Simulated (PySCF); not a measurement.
**Potential energy of SiCl⁻ along the bond**

Set-up: PySCF, no relativity, basis sets Si def2-TZVPPD, Cl def2-TZVPPD. Energies in eV from Si + Cl⁻ in their ground configurations at the same level. All curves are PBE0. state 1: ³Σ⁻ (triplet), unpaired electrons π ↑↑; state 2: Ms = 0 determinant of mixed spin (⟨S²⟩ near 1.0), unpaired electrons π ↑↓, a mixture of terms (⟨Lz²⟩ = 2.0), a second solution, started from another occupation; state 3: singlet, one real π or δ orbital doubly filled, a mixture of terms (⟨Lz²⟩ = 2.0), a second solution, started from another occupation.

```json
{"R (Å)": "1.933", "state 1": "-1.511", "state 2": "-1.304", "state 3": "-0.501"}
{"R (Å)": "2.023", "state 1": "-1.861", "state 2": "-1.650", "state 3": "-0.825"}
{"R (Å)": "2.113", "state 1": "-2.045", "state 2": "-1.830", "state 3": "-0.986"}
{"R (Å)": "2.181", "state 1": "-2.108", "state 2": "-1.890", "state 3": "-1.031"}
{"R (Å)": "2.248", "state 1": "-2.123", "state 2": "-1.903", "state 3": "-1.031"}
{"R (Å)": "2.315", "state 1": "-2.105", "state 2": "-1.882", "state 3": "-0.998"}
{"R (Å)": "2.405", "state 1": "-2.043", "state 2": "-1.818", "state 3": "-0.918"}
{"R (Å)": "2.518", "state 1": "-1.927", "state 2": "-1.699", "state 3": "-0.783"}
{"R (Å)": "2.653", "state 1": "-1.760", "state 2": "-1.528", "state 3": "-0.594"}
{"R (Å)": "2.833", "state 1": "-1.523", "state 2": "-1.287", "state 3": "-0.334"}
```

Question: Put a parabola through the three lowest points of the state 1 curve and estimate Re, k and ωe (reduced mass 15.54 u; 1 eV/Å² = 0.16022 mdyn/Å; ωe = 1302.8·√(k/μ) cm⁻¹).

Answer: Through R = 2.181, 2.248, 2.315 Å the second-order coefficient is 3.68 eV/Å², so Re ≈ 2.245 Å, k ≈ 1.18 mdyn/Å and ωe ≈ 359 cm⁻¹. A polynomial fit of higher order to the unrounded PBE0 energies gives Re = 2.242 Å, k = 1.23 mdyn/Å, ωe = 367 cm⁻¹; anharmonicity and rounding make the difference.

The higher-order fit for each curve: state 1: Re = 2.242 Å, ωe = 367 cm⁻¹, De = 2.12 eV; state 2: Re = 2.237 Å, ωe = 370 cm⁻¹, minimum 1.90 eV below the ground-state fragments; state 3: Re = 2.214 Å, ωe = 386 cm⁻¹, minimum 1.04 eV below the ground-state fragments.

For an ion De counts to the pair picked by the measured ionisation energies or electron affinities, which need not be the lowest pair at this level. The highest Kohn–Sham level is positive in this anion. Much of that is self-interaction error, but it also means that the finite basis helps to hold the extra electron. The state was picked by a PBE0 search and need not be the measured ground state.
